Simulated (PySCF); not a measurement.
H6Si2, charge -1, sextet, geometry from GFN2-xTB of the parent state (a state made from the parent by changing its charge; the spin is typed, not shown lowest); PBE/def2-SVP run with PySCF.

The PySCF input:
```python
from pyscf import gto, scf, dft

mol = gto.M(
    atom='''
Si   -1.08961894    0.34541790   -0.08221309
Si    1.08961894   -0.34541790    0.08221309
H    -1.72097316   -0.65021025   -1.01950656
H    -2.11175061    1.47318883   -0.38948500
H    -1.68608388    0.00177347    1.25739159
H     2.11175061   -1.47318883    0.38948500
H     1.72097316    0.65021025    1.01950656
H     1.68608388   -0.00177347   -1.25739159
''',
    basis='def2-svp',
    charge=-1,
    spin=5,
    verbose=3,
)

mf = dft.UKS(mol)
mf.xc = 'pbe'
mf.kernel()
```

What the program printed (banner, timings and long lists left out):

```
SCF not converged.
SCF energy = -581.537644093889 after 50 cycles  <S^2> = 8.754087  2S+1 = 6.0013622
```

Convergence was not reached.
